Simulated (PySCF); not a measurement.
Process, species as SMILES: N#C (CH-N) → [C-]#[NH+] (C-NH)
B3LYP-D3(BJ)/def2-TZVP geometries, fixed; electronic energies without zero-point terms.

How fast the isomerisation energy converges with the basis for several methods (PySCF): deviation from each method's own reference, in kcal/mol. References: HF 10.14 kcal/mol, the value in aug-pcseg-3; M06-2X 12.84 kcal/mol, the value in aug-pcseg-3; PBE 14.80 kcal/mol, the value in aug-pcseg-3. All functions are spherical. Density fitting with generated auxiliary sets. No added dispersion term, no relativity. 

```json
[
 {"basis": "cc-pVDZ", "functions": "33", "HF": "0.90", "M06-2X": "1.06", "PBE": "1.33"},
 {"basis": "def2-SVPD", "functions": "48", "HF": "-0.65", "M06-2X": "-0.58", "PBE": "-0.46"},
 {"basis": "aug-pcseg-1", "functions": "55", "HF": "0.55", "M06-2X": "0.02", "PBE": "0.27"},
 {"basis": "def2-TZVP", "functions": "68", "HF": "0.25", "M06-2X": "0.18", "PBE": "0.43"},
 {"basis": "cc-pVTZ", "functions": "74", "HF": "0.08", "M06-2X": "0.15", "PBE": "0.39"},
 {"basis": "pcseg-2", "functions": "74", "HF": "-0.13", "M06-2X": "0.03", "PBE": "0.13"},
 {"basis": "jun-cc-pV(T+d)Z", "functions": "92", "HF": "-0.07", "M06-2X": "0.01", "PBE": "0.02"},
 {"basis": "6-311++G(3df,3pd)", "functions": "96", "HF": "0.09", "M06-2X": "0.21", "PBE": "0.24"},
 {"basis": "def2-QZVPP", "functions": "144", "HF": "-0.07", "M06-2X": "0.08", "PBE": "0.11"},
 {"basis": "def2-QZVPPD", "functions": "159", "HF": "-0.10", "M06-2X": "0.03", "PBE": "0.01"},
 {"basis": "aug-pcseg-3", "functions": "219", "HF": "0.00", "M06-2X": "0.00", "PBE": "0.00"},
 {"basis": "cc-pV5Z", "functions": "237", "HF": "-0.10", "M06-2X": "-0.02", "PBE": "0.07"}
]
```

Mean absolute deviation over def2-TZVP, cc-pVTZ, pcseg-2, jun-cc-pV(T+d)Z, 6-311++G(3df,3pd): M06-2X 0.12, HF 0.12, PBE 0.24 kcal/mol.
